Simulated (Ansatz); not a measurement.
Frontier orbitals of `FC1=CC(F)S1`.

| atom | x (Å) | y (Å) | z (Å) |
| --- | --- | --- | --- |
| F1 | 0.387 | 1.930 | -1.480 |
| C2 | 0.183 | 0.829 | -0.808 |
| C3 | 0.278 | 0.535 | 0.486 |
| C4 | -0.273 | -0.849 | 0.367 |
| F5 | 0.540 | -1.858 | 0.769 |
| S6 | -0.418 | -0.676 | -1.488 |
| H7 | 0.569 | 1.098 | 1.359 |
| H8 | -1.265 | -1.008 | 0.795 |

The species carries charge 0 and has multiplicity 1. All single points use the PBE0-D4/def2-TZVP geometry. Basis def2-TZVPP, Ansatz.

Orbital energies of one run (eV). Highest occupied ones, from the top: -6.59, -9.03, -9.32, -10.16, -10.42, -12.85, -13.19, -13.90, -14.32, -14.52, -14.77, -16.78, -18.91, -19.52. Empty: -1.02, -0.50, 1.56, 1.63, 1.79, 2.22.

Question: Which functional gave them?
A. ωB97X-V
B. revPBE
C. B3LYP
D. r2SCAN

Answer: C. HOMO energies: B3LYP -6.59, ωB97X-V -9.10, r2SCAN -5.85, revPBE -5.56 eV.

B3LYP here is the variant with VWN-RPA as its local correlation; programs differ in this.
